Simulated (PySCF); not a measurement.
Input of a run (PBE0-D3(BJ)/def2-SVP geometry optimisation, gas phase (PySCF 2.14.0)), started from GFN2-xTB:
```
{"job": {"xc": "PBE0", "basis": "def2-SVP", "d3": "d3bj", "grid": 1, "shake": 0.01, "kind": "geom"}, "charge": 1, "multiplicity": 2}
C     -0.593220     0.095950     0.003070
C      0.603870     0.157060    -0.012220
H     -1.675540    -0.195940    -0.002320
H      1.702890    -0.082440    -0.021540
```

Output (energies in Eh, forces in Eh/bohr):
```
step   0  E = -76.74771313  max force = 0.136737
step   1  E = -76.75803849  max force = 0.031138
step   2  E = -76.75897351  max force = 0.005205
step   3  E = -76.75910106  max force = 0.002822
step   4  E = -76.75911697  max force = 0.001284
step   5  E = -76.75911875  max force = 0.000102
optimisation converged
```

Q: Summarise the run.

A: The energy falls by 7.2 kcal/mol over 6 energy and gradient evaluations, the largest force component goes from 0.1367 to 1.0e-04 Eh/bohr, and the atoms move by 0.136 Å rms after alignment. The bond that changes most is C1=C2 (both ends carbon bonded to C and H), which lengthens by 0.056 Å. Bonds longer at the end by more than 0.005 Å: 1 of 3; shorter: 2. Among the angles that change most is C1–C2–H4, from 164.8° to 179.9°. The energy never rose by more than 1e-6 Eh on the way. The first step brought 91 % of the lowering.

Q: What are the final bond lengths?

A: C1=C2 1.254 Å, C1–H3 1.093 Å, C2–H4 1.093 Å. Numbering counts from 1 in the input's order; the species is `[CH]=[CH+]` (acetylene cation) [radical].

The run used 38 basis functions and 40 SCF cycles in all.

No frequency check. ⟨S²⟩ = 0.752 (exact for a doublet: 0.75).
